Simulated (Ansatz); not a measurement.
We consider hcp Zr, described by HSE06 (PAW; Ansatz, a program for electronic structure).

Run with plane-wave cutoff 520 eV, 12×12×6 k mesh (along the axes of the cell as run), Fermi–Dirac smearing 0.05 eV, scalar-relativistic PAW data made under PBE.

Starting structure:

```xyz
2
Lattice="3.2300 0.0000 0.0000 -1.6150 2.7973 0.0000 0.0000 0.0000 5.1500" Properties=species:S:1:pos:R:3 pbc="T T T"
Zr     1.6150     0.9324     3.8625
Zr     0.0000     1.8648     1.2875
```

Task: Into what structure does the relaxation of cell and atoms lead at this level, with the symmetry of the start kept?

Result: The volume rises by 1.0 %; final space group P6_3/mmc.
```xyz
2
Lattice="3.2482 0.0000 0.0000 -1.6241 2.8130 0.0000 0.0000 0.0000 5.1417" Properties=species:S:1:pos:R:3 pbc="T T T"
Zr     1.6241     0.9377     3.8563
Zr     0.0000     1.8753     1.2854
```

Note: the run warned that the count of filled bands differs between k points.
